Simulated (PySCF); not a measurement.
Compound: nitrosyl fluoride, FNO.
Z-matrix (Å and degrees, PBE0-D3(BJ)/def2-SVP geometry), rows numbered from 1:
```
O 
N   1  1.1364
F   2  1.4504  1  110.74
```

Level: wB97X-D/def2-SVPD in PySCF, non-relativistic, on one gas-phase PBE0-D3(BJ)/def2-SVP geometry that isn't relaxed in the solvent. The solvent is an IEF-PCM continuum (Bondi radii, 1.10 Å for H, scaled by 1.2), and excitations are vertical TDDFT with non-equilibrium linear response and a frozen core. The model holds no explicit solvent molecules, cavitation or dispersion.

Gas-phase singlets (H = HOMO, L = LUMO):

| state | E (eV) | λ (nm) | f | leading configuration |
| --- | --- | --- | --- | --- |
| S1 | 4.017 | 309 | 0.002 | H→L 99% |
| S2 | 6.252 | 198 | 0.000 | H-1→L 98% |
| S3 | 7.101 | 175 | 0.005 | H-2→L 79% |
| S4 | 9.488 | 131 | 0.078 | H-1→L+1 67% |
| S5 | 9.705 | 128 | 0.001 | H-3→L 91% |

Q: How does the list change in dichloromethane (ε = 8.93)?

A: 
```
state  E (eV)  λ (nm)      f  leading configuration  change by rank (eV)
   S1   4.076     304  0.002                H→L 99%               +0.059
   S2   6.407     194  0.000              H-1→L 98%               +0.155
   S3   7.212     172  0.005              H-2→L 78%               +0.111
   S4   9.464     131  0.200              H→L+1 45%               -0.024
   S5   9.741     127  0.001              H-3→L 94%               +0.036
```

Q: What are the lowest 5 singlets in acetone (ε = 20.49)?

A: 
```csv
state,E (eV),λ (nm),f,leading configuration,change by rank (eV)
S1,4.087,303,0.002,H→L 99%,+0.070
S2,6.425,193,0.000,H-1→L 98%,+0.173
S3,7.226,172,0.005,H-2→L 78%,+0.125
S4,9.479,131,0.195,H→L+1 45%,-0.009
S5,9.748,127,0.001,H-3→L 94%,+0.043
```

Q: The ground-state energy changes by -0.065 eV from gas to acetone. By how much does the total energy of gas-phase S1 change?

A: E(S1) = E(S0) + excitation energy, so it changes by -0.065 + 0.070 = +0.005 eV: it isn't lowered at all, while the ground state is. This is the vertical state, with the slow part of the continuum still set for S0.

Q: How do the frontier levels move from gas to acetone?

A: 
```
orbital  gas (eV)  solvent (eV)  change (eV)         Löwdin shares, gas     Löwdin shares, solvent
 LUMO+2      4.03          4.17        +0.14    O1 87 %, F3 8 %, N2 5 %           O1 82 %, F3 16 %
 LUMO+1      2.34          2.41        +0.07  N2 47 %, F3 36 %, O1 17 %  N2 46 %, F3 37 %, O1 17 %
   LUMO     -1.50         -1.32        +0.18   N2 52 %, O1 40 %, F3 8 %   N2 52 %, O1 40 %, F3 8 %
   HOMO    -11.89        -11.78        +0.11  O1 39 %, F3 31 %, N2 30 %  O1 39 %, F3 31 %, N2 30 %
 HOMO-1    -13.85        -13.85         0.00   F3 81 %, O1 12 %, N2 7 %   F3 80 %, O1 12 %, N2 7 %
 HOMO-2    -14.17        -14.15        +0.02   F3 79 %, O1 15 %, N2 7 %   F3 78 %, O1 15 %, N2 7 %
 HOMO-3    -17.78        -17.64        +0.14  O1 43 %, N2 41 %, F3 16 %  O1 42 %, N2 40 %, F3 17 %
```

The HOMO–LUMO gap goes from 10.38 to 10.46 eV.

On one thread, Arm Neoverse V2 (aarch64), shared host with 32 logical CPUs at a one-minute load of 16, this took 1.3 s wall and 0.31 GiB of memory at its peak. This is the whole response run at wB97X-D/def2-SVPD in acetone, SCF included.

Note: wB97X-D ran without an empirical dispersion term, which enters the total energy and its gradient alone.
